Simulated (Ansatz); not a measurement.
# C3H4FNO: one species, many methods

An exercise on one series of results from a longer session: the logs are not shown, and one member is left open.

Computed with Ansatz 0.2.0, Gaussian basis. Level: functionals in def2-TZVPP, the program's frozen cores in correlated methods.

Plan: PBE-D4, r2SCAN-D4, PBE0-D4, B3LYP-D4, ωB97X-V, ωB97M-V, B2PLYP; CCSD(T)/def2-TZVPP; MP2/def2-QZVPP; extrapolation to the limit.

## Structure used throughout

All runs share one geometry, relaxed beforehand with PBE0-D4 in a triple-zeta def2 set.

10 atoms, charge 0, spin multiplicity 1.

Atoms are counted from 1 here; the program's logs count them from 0.

Bond lengths: N1–C2 1.438 Å, N1–H7 1.013 Å, N1–H8 1.013 Å, C2–C3 1.507 Å, C2–H9 1.098 Å, C2–H10 1.096 Å, C3–C4 1.485 Å, C3–O6 1.214 Å, C4–F5 1.304 Å. Angles: C2–N1–H7 110.2°, C2–N1–H8 110.2°, H7–N1–H8 106.1°, N1–C2–C3 115.2°, N1–C2–H9 110.3°, N1–C2–H10 110.5°, C3–C2–H9 107.4°, C3–C2–H10 107.8°, H9–C2–H10 105.1°, C2–C3–C4 123.6°, C2–C3–O6 124.7°, C4–C3–O6 111.4°, C3–C4–F5 109.1°.

The first run:

in.yaml reads:

```yaml
crystal:
  periodic: [false, false, false]
  atoms:
    - {symbol: N, position_ang: [0.667813, -1.540864, 0.349003]}
    - {symbol: C, position_ang: [0.655651, -0.215251, -0.206898]}
    - {symbol: C, position_ang: [-0.542608, 0.622741, 0.158898]}
    - {symbol: C, position_ang: [-0.655768, 2.072360, -0.145141]}
    - {symbol: F, position_ang: [-1.328947, 2.224117, -1.251086]}
    - {symbol: O, position_ang: [-1.468598, 0.240828, 0.844563]}
    - {symbol: H, position_ang: [0.681960, -1.496312, 1.360794]}
    - {symbol: H, position_ang: [-0.183020, -2.032072, 0.102072]}
    - {symbol: H, position_ang: [0.701965, -0.261724, -1.303010]}
    - {symbol: H, position_ang: [1.554652, 0.334878, 0.093704]}
basis:
  gaussian: {orbitals: def2-TZVPP}
hamiltonian: {xc: pbe, dispersion: d4}
output: {forces: true, orbitals: {seedname: orbitals}}
```

Started as:

```bash
> ansatz run in.yaml --threads 4 --pin off --events-out ev --progress --plain --max-ram 10444MiB
```

Among the steps run: PBE-D4 (GGA); r2SCAN-D4 (meta-GGA); PBE0-D4 (hybrid); B3LYP-D4 (hybrid); ωB97X-V (range-separated); ωB97M-V (range-separated); B2PLYP (double hybrid); CCSD(T) in def2-TZVPP; MP2 in def2-QZVPP.

One table of the session follows, with a row left open; its other results are not shown here.

| method | atomisation energy (eV) |
| --- | --- |
| PBE-D4 | ? |
| r2SCAN-D4 | 40.987 |
| PBE0-D4 | 41.207 |
| B3LYP-D4 | 40.934 |
| ωB97X-V | 41.015 |
| ωB97M-V | 41.101 |
| B2PLYP | 40.439 |
| HF/def2-TZVPP | 26.862 |
| MP2/def2-TZVPP | 40.576 |
| CCSD/def2-TZVPP | 38.500 |
| CCSD(T)/def2-TZVPP | 39.444 |
| MP2/CBS | 41.862 |
| CCSD(T)/CBS | 40.730 |

Estimate the missing values for PBE-D4.

As computed: atomisation energy (eV): 42.899. In the column «atomisation energy (eV)» it is the highest.

Limits of these values: Free atoms (1 N, 3 C, 1 F, 1 O, 4 H) were run apart at each level; the atomisation energy is their sum less the molecule, without zero-point or spin-orbit terms.
